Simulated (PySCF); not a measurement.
Stepwise substitution at one centre (B F-OH). Gas-phase values, no solvent. One relaxed conformer stands for each flexible species; it need not be the lowest. Strings in code marks are SMILES.

All values below come from PBE-D3(BJ)/def2-TZVP // r2SCAN-D4/def2-TZVP (PySCF). All candidates: neutral, multiplicity 1. Excitations are Tamm–Dancoff values on a coarser integration grid. The basis has no diffuse functions, so Rydberg states are missing or too high.

```json
{
  "HOMO": "-9.99 eV",
  "T1 excitation (TDA)": "9.46 eV",
  "HOMO–LUMO gap": "9.62 eV"
}
```

### Question
Identify which member has these values.
(A) `OB(O)O`
(B) `FB(F)F`
(C) `OB(F)F` (H–O–B–F torsion 180°)
(D) `OB(O)F` (H–O–B–F torsion 0°, F–B–O–H torsion 0°)

### Answer
B, `FB(F)F`. The others give `OB(O)F` (H–O–B–F torsion 0°, F–B–O–H torsion 0°): -7.90 eV, 7.35 eV, 7.50 eV; `OB(O)O`: -7.42 eV, 6.59 eV, 6.68 eV; `OB(F)F` (H–O–B–F torsion 180°): -8.90 eV, 8.17 eV, 8.39 eV
